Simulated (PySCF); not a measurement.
# Basis-set dependence of population analyses: cyclopentene

Cyclopentene, C5H8.
Atom-mapped SMILES: `[CH:1]1=[CH:2][CH2:3][CH2:4][CH2:5]1` (hydrogens: H6 on C1; H7 on C2; H8, H9 on C3; H10, H11 on C4; H12, H13 on C5)

PBE0 throughout (PySCF), one geometry, spherical d and f functions. One conformer (not necessarily the lowest) at the PBE0-D3(BJ)/def2-SVP geometry, without solvent, vibrations or thermal averaging. Atoms taken as equivalent share a column and are averaged.

Mulliken charges (e):

```
        basis  functions   C1/C2   C3/C5      C4   H6/H7  H8/H9/H12/H13  H10/H11
       STO-3G         33  -0.090  -0.149  -0.140  +0.077         +0.078   +0.076
        6-31G         61  -0.132  -0.367  -0.340  +0.160         +0.171   +0.168
       6-31G*         86  -0.140  -0.367  -0.347  +0.160         +0.174   +0.173
     def2-SVP        110  -0.098  -0.021  -0.087  +0.026         +0.047   +0.042
     pcSseg-1        125  -0.164  -0.190  -0.246  +0.094         +0.130   +0.123
6-311+G(2d,p)        183  -0.046  -0.329  -0.225  +0.102         +0.130   +0.127
    def2-TZVP        203  -0.175  -0.141  -0.221  +0.116         +0.102   +0.105
```

IAO charges (e):

| basis | functions | C1/C2 | C3/C5 | C4 | H6/H7 | H8/H9/H12/H13 | H10/H11 |
| --- | --- | --- | --- | --- | --- | --- | --- |
| STO-3G | 33 | -0.142 | -0.264 | -0.252 | +0.133 | +0.134 | +0.132 |
| 6-31G | 61 | -0.159 | -0.277 | -0.266 | +0.147 | +0.141 | +0.140 |
| 6-31G* | 86 | -0.154 | -0.261 | -0.252 | +0.141 | +0.133 | +0.133 |
| def2-SVP | 110 | -0.153 | -0.257 | -0.247 | +0.139 | +0.132 | +0.131 |
| pcSseg-1 | 125 | -0.160 | -0.263 | -0.254 | +0.144 | +0.136 | +0.134 |
| 6-311+G(2d,p) | 183 | -0.163 | -0.269 | -0.260 | +0.147 | +0.138 | +0.137 |
| def2-TZVP | 203 | -0.162 | -0.269 | -0.260 | +0.147 | +0.138 | +0.137 |

Hirshfeld charges (e):

```csv
basis,functions,C1/C2,C3/C5,C4,H6/H7,H8/H9/H12/H13,H10/H11
STO-3G,33,-0.046,-0.012,-0.014,+0.026,+0.014,+0.012
6-31G,61,-0.058,-0.057,-0.053,+0.045,+0.033,+0.032
6-31G*,86,-0.057,-0.059,-0.054,+0.045,+0.033,+0.032
def2-SVP,110,-0.053,-0.067,-0.061,+0.044,+0.036,+0.035
pcSseg-1,125,-0.054,-0.071,-0.065,+0.046,+0.037,+0.036
"6-311+G(2d,p)",183,-0.058,-0.075,-0.069,+0.049,+0.040,+0.039
def2-TZVP,203,-0.057,-0.076,-0.070,+0.048,+0.040,+0.040
```

ESP-fitted charges (e):

```tsv
basis	functions	C1/C2	C3/C5	C4	H6/H7	H8/H9/H12/H13	H10/H11
STO-3G	33	-0.104	-0.041	-0.121	+0.069	+0.042	+0.052
6-31G	61	-0.216	+0.069	-0.172	+0.127	+0.025	+0.056
6-31G*	86	-0.207	+0.075	-0.171	+0.121	+0.021	+0.055
def2-SVP	110	-0.212	+0.109	-0.150	+0.117	+0.009	+0.042
pcSseg-1	125	-0.240	+0.133	-0.161	+0.131	+0.006	+0.044
6-311+G(2d,p)	183	-0.242	+0.127	-0.169	+0.133	+0.009	+0.048
def2-TZVP	203	-0.234	+0.125	-0.156	+0.128	+0.008	+0.044
```

Some averages cover members that differ in this geometry, most widely: H10/H11, ESP-fitted in def2-TZVP +0.027 to +0.061; H10/H11, ESP-fitted in 6-311+G(2d,p) +0.031 to +0.065; H10/H11, ESP-fitted in pcSseg-1 +0.029 to +0.059; H10/H11, ESP-fitted in def2-SVP +0.027 to +0.057 e.

Question: Which scheme is steadiest as the basis changes?

Answer: Largest range over the bases for any column: IAO 0.02 e, Hirshfeld 0.06 e, ESP-fitted 0.17 e, Mulliken 0.35 e. IAO charges move least and Mulliken charges most, counted in e. Without the minimal STO-3G basis the ranges are IAO 0.02, Hirshfeld 0.02, ESP-fitted 0.06, Mulliken 0.35 e.

Question: How much do the charges still move between the two largest bases, 6-311+G(2d,p) and def2-TZVP?

Answer: At most, over all atoms: Mulliken 0.188 e, IAO 0.001 e, Hirshfeld 0.001 e, ESP-fitted 0.013 e.

Question: What do the same runs give for the total energy, the frontier levels and the dipole moment?

Answer: 
| basis | energy (Eh) | HOMO (eV) | LUMO (eV) | μ (D) |
| --- | --- | --- | --- | --- |
| STO-3G | -192.7706 | -5.07 | 3.83 | 0.20 |
| 6-31G | -195.0394 | -6.57 | 1.10 | 0.20 |
| 6-31G* | -195.0830 | -6.56 | 1.07 | 0.16 |
| def2-SVP | -194.9485 | -6.77 | 0.76 | 0.19 |
| pcSseg-1 | -195.0600 | -6.84 | 0.64 | 0.22 |
| 6-311+G(2d,p) | -195.1393 | -6.80 | 0.46 | 0.25 |
| def2-TZVP | -195.1538 | -6.79 | 0.60 | 0.23 |
